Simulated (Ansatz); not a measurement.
# Isomers

Structures of BSiNH5, doublet, relaxed at PBE0-D4/def2-TZVP (vibrations not checked; lower isomers may exist, and structures with a doubtful reference or unclear bonds are left out). Program: Ansatz 0.2.0. Basis: def2-TZVPP. Cores are frozen in the correlated methods; orbitals are unrestricted. B3LYP uses VWN-RPA correlation.

**Question.** Rank them by CCSD(T) energy, lowest first, and give each one's height above the lowest. Links in brackets join atoms within 1.22 times the sum of their covalent radii (1.1 for two metals). (Judge from chemistry; the value comes from the calculation.)
A.
a complex of BNH₂ ([BH][NH]) + SiH₃
```
8
angstrom
N -1.1566 0.5554 -1.3310
B -0.0773 0.8148 -1.8684
Si 0.7671 -0.5447 1.4938
H -2.0268 0.3496 -0.9022
H 0.9481 1.0604 -2.3792
H -0.6677 -0.3372 1.8209
H 0.9427 -1.6055 0.4685
H 1.4136 0.7255 1.0719
```
B.
BSiNH₅ ([BH2][NH][SiH2])
```
8
angstrom
B -1.3530 0.0229 -1.1055
N -0.3071 0.4724 -0.2867
Si 0.6996 -0.5099 0.7455
H -1.9350 0.8019 -1.8041
H -0.0713 1.4542 -0.3416
H 1.0147 0.2554 1.9865
H -1.6437 -1.1388 -1.0832
H -0.0355 -1.7667 1.0420
```
C.
BSiNH₅ ([NH2][B][SiH3])
```
8
angstrom
N -0.7522 0.4384 -1.5555
B -0.8110 -0.0299 -0.2678
Si 0.5077 -0.3436 1.1829
H -1.5626 0.5260 -2.1494
H 0.1019 0.7318 -2.0112
H 0.1200 0.4684 2.3689
H 1.9324 -0.0114 0.8598
H 0.4637 -1.7798 1.5723
```
D.
BSiNH₅ ([BH][NH][SiH3])
```
8
angstrom
B -0.5970 -0.3693 -1.3439
N 0.0998 0.3285 -0.3713
Si 0.8809 -0.3619 1.0397
H -0.7592 -1.5554 -1.3480
H 0.1675 1.3323 -0.4808
H 0.3032 0.2153 2.2816
H 2.3355 -0.0565 1.0234
H 0.6562 -1.8233 0.9926
```

**Answer.** Computed: B (0.0 kJ/mol), D (58.7 kJ/mol), C (96.4 kJ/mol), A (169.0 kJ/mol). Heights count from the lowest.

**Question.** Do PBE-D4, r2SCAN-D4, PBE0-D4, B3LYP-D4, wB97M-V, HF, MP2 give the same order? (Judge from chemistry; the calculation decides.)

**Answer.** Computed: All do.

T1 diagnostic: at most 0.016. ⟨S²⟩ of the unrestricted Hartree–Fock references: 0.75 to 0.76 (a pure state has 0.75).

For scale, one of the runs: CCSD(T)/def2-TZVPP, 174 basis functions, launched by `ansatz run in.yaml --threads 2 --pin off --events-out ev --progress --plain --max-ram 4352MiB`. Time: 88 s of wall clock on 2 CPU threads of an Arm Neoverse V1; the host was shared. Peak host memory: 3.6 GiB.
